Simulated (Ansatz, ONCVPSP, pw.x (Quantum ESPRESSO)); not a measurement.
**pw.x on fcc Al: one setting changed**

Potential: optimised norm-conserving Vanderbilt (ONCV), ONCVPSP 4.0.1, PBE; core [Ne], reference 3s2 3p1; waves: 3s: rc 1.90 bohr, ncon 3, nbas 5, qcut 2.9 1/bohr, 1 projector; 3p: rc 1.90 bohr, ncon 3, nbas 7, qcut 3.9 1/bohr, 1 projector; d scattering state at 0.09 Ha: rc 1.45 bohr, ncon 4, nbas 9, qcut 7.1 1/bohr, 2 projectors, debl 1.4 Ha; local part: polynomial inside 1.30 bohr (lpopt 4, dvloc0 0 Ha); core correction: Teter function, fcfact 6.1, rcfact 1.2.

The reference run (k-mesh 14³, cutoffs 50/200 Ry, Fermi–Dirac 0.01 Ry, mixing_beta 0.4, conv_thr 1e-9, no spin) gives -0.62 GPa at 16.527 Å³/atom, where all-electron LAPW gives -0.17 GPa. This run, with its own iteration cap, changes degauss to 0.005.

```
&control
  calculation='scf', prefix='x', pseudo_dir='./', outdir='./tmp', tstress=.true., disk_io='none'
/
&system
  ibrav=0, nat=1, ntyp=1, ecutwfc=50, ecutrho=200, nbnd=8,
  occupations='smearing', smearing='fd', degauss=0.005
/
&electrons
  conv_thr=1e-09, mixing_beta=0.4, electron_maxstep=50
/
ATOMIC_SPECIES
Al 1.0 Al.UPF
CELL_PARAMETERS angstrom
  0.00000000 2.02172157 2.02172157
  2.02172157 0.00000000 2.02172157
  2.02172157 2.02172157 0.00000000
ATOMIC_POSITIONS crystal
Al 0.0000 0.0000 0.0000
K_POINTS automatic
14 14 14 0 0 0
```

```bash
pw.x < Al.scf.in > Al.scf.out
```

Task: How does the run end?

Result: It converges in 6 iterations; the free energy moves by +11.0 meV/atom and the pressure by -0.16 GPa. In a metal, with Fermi–Dirac smearing, F lies below its zero-width value by a term in the square of the width.

```
Message from routine setup:
     using ibrav=0 with symmetry is DISCOURAGED, use correct ibrav instead
     lattice parameter (alat)  =       5.4030  a.u.
     unit-cell volume          =     111.5297 (a.u.)^3
     number of electrons       =         3.00
     number of Kohn-Sham states=            8
     kinetic-energy cutoff     =      50.0000  Ry
     charge density cutoff     =     200.0000  Ry
     scf convergence threshold =      1.0E-09
     Exchange-correlation= PBE
     number of k points=   104  Fermi-Dirac smearing, width (Ry)=  0.0050
     iteration #  1     ecut=    50.00 Ry     beta= 0.40
     total energy              =      -4.63579200 Ry
     estimated scf accuracy    <       0.00650431 Ry
     iteration #  2     ecut=    50.00 Ry     beta= 0.40
     total energy              =      -4.63506674 Ry
     estimated scf accuracy    <       0.00212262 Ry
     iteration #  3     ecut=    50.00 Ry     beta= 0.40
     total energy              =      -4.63512814 Ry
     estimated scf accuracy    <       0.00000302 Ry
     iteration #  4     ecut=    50.00 Ry     beta= 0.40
     total energy              =      -4.63513037 Ry
     estimated scf accuracy    <       0.00000004 Ry
     iteration #  5     ecut=    50.00 Ry     beta= 0.40
     total energy              =      -4.63513039 Ry
     estimated scf accuracy    <          5.2E-09 Ry
     iteration #  6     ecut=    50.00 Ry     beta= 0.40
     the Fermi energy is     7.8834 ev
!    total energy              =      -4.63513039 Ry
     estimated scf accuracy    <          6.7E-11 Ry
     smearing contrib. (-TS)   =      -0.00056557 Ry
     The total energy is F=E-TS. E is the sum of the following terms:
     one-electron contribution =       2.90843617 Ry
     hartree contribution      =       0.00759427 Ry
     xc contribution           =      -2.15028662 Ry
     ewald contribution        =      -5.40030864 Ry
     convergence has been achieved in   6 iterations
          total   stress  (Ry/bohr**3)                   (kbar)     P=       -7.71
     Message from routine punch:
     Nothing written, as per user request (disk_io='none')
```

The run took about 6.5 s on one core of a shared host (Intel(R) Xeon(R) Processor @ 2.60GHz, 24 threads, 32 GiB, load 9).
